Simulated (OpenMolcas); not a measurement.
## AlH2O: a line through the functionals

The species is AlH2O (4 atoms), meant as a doublet with charge 0. SMILES: `[O][AlH2]`. The shape is that of a PBE0-D4/def2-TZVP optimisation.

The vertical energy of the quartet above the doublet y, in eV, basis def2-TZVPP; a is the functional's share of exact exchange. Programs: OpenMolcas 26.06.

| functional | program | a | y (eV) |
| --- | --- | --- | --- |
| U-revPBE | OpenMolcas | 0 | 4.93 |
| UBLYP | OpenMolcas | 0 | 5.10 |
| UB3LYP | OpenMolcas | 0.2 | 5.33 |
| UPBE0 | OpenMolcas | 0.25 | ? |
| UBHLYP | OpenMolcas | 0.5 | 5.71 |

Fit y = c + s·a to the known rows and predict UPBE0.


1. Means of the 4 rows: a = 0.1750, y = 5.268.
2. Σ(Δa)² = 0.1675, Σ(Δa·Δy) = 0.23375, so the slope is 0.23375/0.1675 = 1.3955.
3. Intercept: 5.268 − (1.3955) × 0.1750 = 5.024. The largest residual of the fit is 0.094.
4. UPBE0: 5.024 + (1.3955) × 0.25 = 5.37 eV.

The run gave 5.22 eV, so the prediction is off by +0.15 eV, more than the scatter of the fit. The rows mix families of semi-local functionals, which the line can't see.
